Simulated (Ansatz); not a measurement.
**SiN₂H+ (triplet): the correlation ladder, def2-QZVPP**

One table from this session's results is given with a row withheld; the runs are named, their logs left out.

Computed with Ansatz 0.2.0, Gaussian basis. Level: def2-QZVPP, core rule «outside noble gas», up to 7 orbitals frozen.

To be run: UHF; ROHF; CCSD(T) on UHF.

### What is computed

The geometry is a PBE0/def2-TZVP stationary point (not a proven minimum) of the parent state, kept for this charge and spin.

4 atoms, charge 1, spin multiplicity 3.

Atoms are counted from 1 here; the program's logs count them from 0.

Bond lengths: N1–Si2 1.697 Å, Si2–N3 1.697 Å, Si2–H4 1.480 Å. Angles: N1–Si2–N3 124.0°, N1–Si2–H4 118.0°, N3–Si2–H4 118.0°.

The first run:

in.yaml reads:

```yaml
crystal:
  periodic: [false, false, false]
  atoms:
    - {symbol: N, position_ang: [0.000000, -0.431982, 1.498918]}
    - {symbol: Si, position_ang: [0.000000, 0.364687, 0.000000]}
    - {symbol: N, position_ang: [0.000000, -0.431982, -1.498918]}
    - {symbol: H, position_ang: [0.000000, 1.844223, 0.000000]}
basis:
  gaussian: {orbitals: "def2-QZVPP.json"}
total_charge: 1
magnetization: {spin_polarized: true, initial_magnetization: 2}
hamiltonian: {xc: hf}
output: {orbitals: {seedname: orbitals}}
```

Command:

```console
> ansatz run in.yaml --threads 1 --pin off --events-out ev --progress --plain --max-ram 2393MiB
```

Among the steps run: UHF; ROHF; CCSD(T) on UHF.

One of the session's tables, all rows but one given; the rest of the session is left out.

```
  method  from UCCSD(T) (meV)
    ROHF             +13061.2
     UHF             +11501.9
    UMP2              +1810.2
   UCCSD                    ?
UCCSD(T)                    0
```

Estimate the missing values for UCCSD.

The run gave: from UCCSD(T) (meV): +517.5. In the column «from UCCSD(T) (meV)» it lies between UCCSD(T) (0) and UMP2 (+1810.2).

The program flags UCCSD(T) as in doubt (see the logs), so the zero of the table is itself unsure.

Limits of these values: The determinant is far from a pure spin state, so its energy mixes those of several spin states (harmless only where they are near-degenerate, as at dissociation). The program flags UCCSD(T) as in doubt, so the zero of the table is itself unsure.
